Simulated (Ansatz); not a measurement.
System: rock-salt CaO. Method: G0W0@PBE0 (hard PAW, contour deformation; Ansatz, a program for electronic structure).

The cell has the measured lattice parameters. Conventional cell: a = 4.8110 Å, b = 4.8110 Å, c = 4.8110 Å, α = 90.00°, β = 90.00°, γ = 90.00°.

The quasiparticle gap at Γ at a fixed k mesh 2×2×2:

| response cutoff | value (eV) |
|---|---|
| 250 eV, 459 empty bands | 7.090 |
| 300 eV, 603 empty bands | 7.127 |
| 400 eV, 929 empty bands | 7.162 |
| 500 eV, 1298 empty bands | 7.181 |

**Question.** Taking the value to converge with the response cutoff E as E^(−3/2), extrapolate from the last two rows.

**Answer.** With y = y∞ + c/w and weights w = 8000 and 11180 for the last two rows, y∞ = (w2 y2 − w1 y1)/(w2 − w1) = (11180 × 7.181 − 8000 × 7.162)/3180 = 7.229 eV, which lies 0.048 beyond the last row. Successive pairs of rows give 7.245, 7.227, 7.229. The limit also hangs on the law assumed, so its last digits aren't firm.

The other settings are not extrapolated, so this is the limit in one setting alone.

At the last cutoff the smallest gap on this mesh is 6.50 eV, with an edge away from Γ.

Note: GW on a hybrid start was not checked against another program.
